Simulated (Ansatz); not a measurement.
# Structure relaxation of CsTa

Method: DFT PBE, scalar-relativistic, plane waves, PAW (Ansatz 0.2.0). Cutoff 420 eV, Γ-centred k mesh, Gaussian smearing, no spin polarisation in the final step.

The start puts CsTa on the CuPt (L1_1) structure type (R-3m, No. 166), with Cs in place of Cu, Ta in place of Pt, at a guessed volume.

```
CELL_PARAMETERS angstrom
1.76112 1.01678 5.60950
-1.76112 1.01678 5.60950
0.00000 -2.03357 5.60950
ATOMIC_POSITIONS crystal
Cs 0.00000 0.00000 0.00000
Ta 0.50000 0.50000 0.50000
```

Steps on the 18×18×18 mesh (2 atoms). 9 of 10 steps are shown, and the free energy counts from the last. Trial steps that were taken back and renewals of the plane-wave basis can be among the rows.

```tsv
step	ΔF (meV/atom)	V (Å³/atom)	P (GPa)
1	319.6	30.13	-3.45
2	163.2	28.37	-0.65
3	71.6	28.13	0.76
4	20.4	28.52	1.00
5	6.5	30.18	-1.22
6	1.5	29.55	0.33
7	1.2	29.70	-0.03
8	0.0	29.70	0.01
10	0.0	29.73	0.00
```

A final relaxation ran on a 24×24×24 mesh. The relaxed crystal, R-3m (No. 166):

```cif
data_structure
_symmetry_space_group_name_H-M 'R-3m:H'
_symmetry_Int_Tables_number 166
_cell_length_a 3.1923
_cell_length_b 3.1923
_cell_length_c 20.2099
_cell_angle_alpha 90.000
_cell_angle_beta 90.000
_cell_angle_gamma 120.000
_cell_volume 178.36
loop_
_atom_site_label
_atom_site_type_symbol
_atom_site_symmetry_multiplicity
_atom_site_Wyckoff_symbol
_atom_site_fract_x
_atom_site_fract_y
_atom_site_fract_z
_atom_site_occupancy
Cs1 Cs 3 a 0.00000 0.00000 0.00000 1
Ta1 Ta 3 b 0.66667 0.33333 0.83333 1
```

| Quantity | Value |
| --- | --- |
| Volume per atom | 29.73 Å³ |
| Density | 8.77 g/cm³ |
| Energy over the elements | 1.90 eV/atom |
| Gap on the 24×24×24 mesh | 0 eV (a metal) |

Formation energies are uncorrected and refer to the elements' standard structures at the same level.

The final run used a 24×24×24 mesh on its 2-atom cell and 0.10 eV smearing. The k mesh leaves about 4 meV/atom of noise in metals. Spin–orbit coupling is left out.

A structure relaxed within its symmetry needn't be a true minimum.

Cost: 3 runs of about 8 core-minutes in all, on Arm Neoverse V1 (shared hosts).